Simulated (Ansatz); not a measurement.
`[CH2][SiH2]Cl`, charge 0, multiplicity 2.

(1) Give a relaxed structure at PBE0-D4/def2-TZVP (the Gaussian-basis code of Ansatz). (Estimate.)

Results:

(1) Computed: 
Z-matrix (Å, degrees):
```
Si
Cl 1 2.067
C 1 1.832 2 110.1
H 1 1.481 2 106.9 3 -120.6
H 1 1.481 2 106.8 3 120.7
H 3 1.085 1 122.3 2 85.8
H 3 1.085 1 122.4 2 -90.0
```
Point group Cs.
